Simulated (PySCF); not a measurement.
## Working out the ionisation energy of F

F [He] 2s2 2p5 (2P) → F⁺ [He] 2s2 2p4 (3P). Calculation: PySCF 2.14, in cc-pVDZ-DK (3s2p1d, 14 functions); the spin-free X2C one-electron Hamiltonian (Gaussian nucleus). Frozen: 1s2. Energies in hartree (1 hartree = 27.21139 eV):

```json
{"part": "UHF", "F (lower)": "-99.461762", "F⁺ (upper)": "-98.887579"}
{"part": "CCSD correlation", "F (lower)": "-0.151567", "F⁺ (upper)": "-0.112404"}
{"part": "(T)", "F (lower)": "-0.000886", "F⁺ (upper)": "-0.000780"}
```

Problem. What does Hartree-Fock give?

Solution. (-98.887579) − (-99.461762) = 0.574183 hartree = 15.624 eV.

Problem. What do CCSD and CCSD(T) give?

Solution. The CCSD correlation energies differ by 0.039163 hartree = 1.066 eV and the triples by 0.000106 hartree = 0.003 eV, so CCSD gives 16.690 eV and CCSD(T) 16.693 eV.

Measured between the centres of the two terms (NIST): 17.427 eV, so CCSD(T) (valence) is off by -0.734 eV.

A double-zeta basis recovers only part of the correlation energy.

What remains against the reference includes basis incompleteness, the frozen core and higher excitations.
